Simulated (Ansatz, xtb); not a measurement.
Two structures of CH3MgP

Structure I: `C=[P][MgH]`, a singlet. Structure II: a singlet given by its coordinates. Both are isolated molecules in the gas phase, relaxed with PBE0-D4/def2-TZVP.

I (Å):

```xyz
6

C    -1.6054    0.4837    0.4873
Mg    1.2374    0.4116    0.0449
P    -0.7392   -0.9554    0.5063
H    -1.2351    1.4979    0.3186
H     2.4193    1.5973   -0.2710
H    -2.6826    0.4745    0.6588
```

II (Å):

```xyz
6

C    -2.2854   -1.0767   -1.7676
Mg   -0.5840   -0.6374   -0.7264
P    -3.1402   -1.9686   -0.6448
H    -2.7902   -0.9437   -2.7219
H    -2.1732   -1.9242    0.4498
H     0.7879   -0.3269    0.2203
```

Close contacts (Å): C1–Mg2 2.04, C1–P3 1.67, Mg2–P3 2.88, C1–H4 1.09, Mg2–H5 2.36, Mg2–H6 1.70, P3–H5 1.46.

Question: Estimate E(II) − E(I) at the level CCSD(T)/def2-TZVPP.

Answer: Calculated at CCSD(T)/def2-TZVPP: E(II) − E(I) = +0.220 eV, so structure I lies lower.

The same difference at several levels:

| level | geometry | E(II) − E(I) (eV) | departure from the last row (eV) | job, with rough time for the two |
| --- | --- | --- | --- | --- |
| PBE0-D4/def2-TZVP | PBE0-D4/def2-TZVP | +0.293 | +0.073 | optimisation, 55 s |
| HF/def2-TZVPP | PBE0-D4/def2-TZVP | +0.214 | −0.005 | part of the CCSD(T) run |
| MP2/def2-TZVPP | PBE0-D4/def2-TZVP | +0.236 | +0.016 | part of the CCSD(T) run |
| CCSD(T)/def2-TZVPP | PBE0-D4/def2-TZVP | +0.220 |  | single point, 38 s |

The levels shown agree on the order. The largest departure from CCSD(T)/def2-TZVPP is that of PBE0-D4/def2-TZVP, 0.073 eV. Levels run at GFN2-xTB geometries aren't shown.

With harmonic frequencies from PBE0-D4/def2-TZVP (ideal gas, rigid rotor, one conformer each, 298.15 K, 1 atm): on the last row, ΔE + ΔZPE = +0.160 eV. A mode under 50 cm⁻¹ makes harmonic enthalpies and free energies unreliable, so none is given.

The correlated steps freeze 7 core orbitals; the last core shell of Mg is correlated, in a basis made for valence electrons. Programs: Ansatz 0.2.0; the last row on 2 threads of Arm Neoverse V1 on a shared host.
